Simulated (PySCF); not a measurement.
## Nuclear quadrupole coupling in pyridazine

Compound: pyridazine, C₄H₄N₂.
Structure used (PBE0-D3(BJ)/def2-TZVP), in Å, numbered top down from 1:
```xyz
10
C4H4N2 angstrom
C      0.7768    0.8572   -0.2563
C     -0.5836    0.8189   -0.0608
C     -1.1759   -0.4374   -0.0257
N     -0.5035   -1.5709   -0.1694
N      0.8008   -1.5340   -0.3569
C      1.4229   -0.3642   -0.4005
H      1.3296    1.7880   -0.2979
H     -1.1763    1.7173    0.0619
H     -2.2440   -0.5529    0.1254
H      2.4949   -0.4195   -0.5595
```

Field gradients from the PBE0/pcSseg-2 density (PySCF, non-relativistic), principal values in atomic units, ordered |Vxx| ≤ |Vyy| ≤ |Vzz|:

```csv
atom,Vxx,Vyy,Vzz
N4,0.5058,0.7800,-1.2858
N5,0.5060,0.7801,-1.2861
```

Question: Find the asymmetry η = (Vxx − Vyy)/Vzz and the couplings χ = eQV/h (234.96 MHz × Q in barn × V in au), with Q(14N) = 0.02044 b.

Answer: 
```csv
atom,environment,nucleus,η,χzz (MHz),χxx (MHz),χyy (MHz)
N4,pyridine-type nitrogen,14N,0.21,-6.18,2.43,3.75
N5,pyridine-type nitrogen,14N,0.21,-6.18,2.43,3.75
```

Question: What is Vzz at N5 in SI units (1 au = 9.71736 × 10²¹ V/m²)?

Answer: -1.2861 au = -12.497 × 10²¹ V/m².

Question: What couplings would deuterons (Q(2H) = 0.00286 b) have in place of the hydrogens, at this geometry?

Answer: 
```tsv
atom	bonded to	bond length (Å)	Vzz (au)	η	χzz (kHz)
H7	C1	1.083	0.2929	0.05	197
H8	C2	1.083	0.2930	0.05	197
H9	C3	1.085	0.2880	0.07	194
H10	C6	1.085	0.2878	0.07	193
```

Geometry: PBE0-D3(BJ)/def2-TZVP; no solvent, vibrations or thermal averaging.
